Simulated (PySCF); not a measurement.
NaAl: frontier orbitals

r²SCAN at R = 3.153 Å; PySCF, no relativity, basis sets Na aug-cc-pVDZ, Al aug-cc-pV(D+d)Z. State: ¹Σ⁺ (singlet), closed shell. Only the outer orbitals are listed, counted within each symmetry.

```
orbital  occ.  ε (eV)  on Na (%)            main shells (%)
     5σ     2  -58.49        100                   100 Na s
     2π     2  -29.13        100                   100 Na p
     2π     2  -29.13        100                   100 Na p
     6σ     2  -29.09        100                   100 Na p
     7σ     2   -7.57          5                    95 Al s
     8σ     2   -3.05         39           58 Al p, 38 Na s
     3π     0   -2.36          9                    90 Al p
     3π     0   -2.36          9                    90 Al p
     9σ     0   -1.50         74  47 Na s, 26 Na p, 23 Al p
```

Q: Which are the highest filled and the lowest empty level, where do they sit, and how wide is the gap?

A: Highest filled 8σ at -3.05 eV (in %: 58 Al p, 38 Na s); lowest empty 3π at -2.36 eV (in %: 90 Al p); the gap at r²SCAN is 0.69 eV.

| Quantity | Value |
| --- | --- |
| bond order (Mayer) | 1.02 |
| ⟨S²⟩ | 0.000 |
| charge on Na (Mulliken, basis-dependent) | 0.11 |
| charge on Na (Löwdin, basis-dependent) | 0.12 |
| dipole moment (positive dipole means Na(−)Al(+)) | -2.57 D |

Closed-shell solutions of metal pairs were not tested for spin polarisation, which can lower them a little.
